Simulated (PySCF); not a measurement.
Molecule: `O=CF`, CHFO.

Bonds (- single, = double, # triple, : aromatic): O1=C2, C2-F3. C2 carries H4.

Frames of a GFN2-xTB Langevin trajectory at 300 K; GIAO PBE0/pcSseg-1 shieldings in PySCF 2.14, gas phase, non-relativistic; equivalent atoms averaged within each frame.

References, each an isolated molecule treated in the same way: H2O for ¹⁷O (σref 336.08); ¹³C (σref 186.93), ¹H (σref 31.72) against TMS; ¹⁹F (σref 170.95) vs CFCl3. The references are static minima.

Problem. How do the shifts (ppm) fluctuate along the trajectory?

Solution. 
```tsv
time (fs)	O1	C2	F3	H4
optimised geometry	468.7	157.4	61.1	7.90
250	464.5	152.8	83.5	7.81
425	495.6	161.9	69.9	7.79
625	561.4	171.3	114.4	8.09
800	482.0	159.6	59.8	8.19
1000	495.3	164.3	77.4	7.92
mean of frames	499.8	162.0	81.0	7.96
standard deviation	36.7	6.8	20.6	0.18
```

5 frames give an uncertainty of the mean of about the standard deviation over 2.2 at best, since frames this close in time may not be independent; classical motion lacks zero-point vibration, and the reference would need the same averaging.
